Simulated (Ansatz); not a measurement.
C$_{4}$H$_{5}$F (`C=C=C(C)F`), 10 atoms. The species carries charge 0 and has multiplicity 1. All runs use 2 threads of an Arm Neoverse V1 on a shared host. Correlated methods freeze the cores.

(1) Give the basis size and wall time and peak host memory of each of these runs in Ansatz. RKS ωB97M-V/def2-QZVPP energy; RHF-CCSD(T)/def2-SVP energy; RHF-CCSD(T)/def2-TZVPP energy; RKS PBE0-D4/def2-SVP energy; direct RPA on PBE orbitals/def2-TZVPP energy; RKS PBE0-D4/def2-TZVP frequencies; RKS PBE0-D4/def2-QZVPP energy; RKS ωB97M-V/def2-SVP energy; RKS r2SCAN-D4/def2-TZVPP energy and forces; RKS B2PLYP (frozen core)/def2-TZVPP energy; RKS PBE0-D4/def2-TZVP relaxation (12 steps); RKS BHLYP-D4/def2-TZVPP energy. (Best estimate.)

Results:

(1) The calculation gave: Other jobs shared the machine, so times are rough.

| level | job | functions | wall time | peak host memory (GiB) |
| --- | --- | --- | --- | --- |
| RKS PBE0-D4/def2-SVP | energy | 95 | 1.3 s | 0.4 |
| RKS BHLYP-D4/def2-TZVPP | energy | 225 | 3.7 s | 0.44 |
| RKS ωB97M-V/def2-SVP | energy | 95 | 5.5 s | 0.4 |
| RKS r2SCAN-D4/def2-TZVPP | energy and forces | 225 | 6.5 s | 0.25 |
| RHF-CCSD(T)/def2-SVP | energy | 95 | 7 s | 0.4 |
| RKS B2PLYP (frozen core)/def2-TZVPP | energy | 225 | 7 s | 0.51 |
| direct RPA on PBE orbitals/def2-TZVPP | energy | 225 | 7 s | 0.46 |
| RKS PBE0-D4/def2-QZVPP | energy | 435 | 10 s | 1.1 |
| RKS ωB97M-V/def2-QZVPP | energy | 435 | 24 s | 1.3 |
| RKS PBE0-D4/def2-TZVP | relaxation (12 steps) | 185 | 50 s | 0.4 |
| RHF-CCSD(T)/def2-TZVPP | energy | 225 | 2.9 min | 3.8 |
| RKS PBE0-D4/def2-TZVP | frequencies | 185 | 2.9 min | 0.4 |
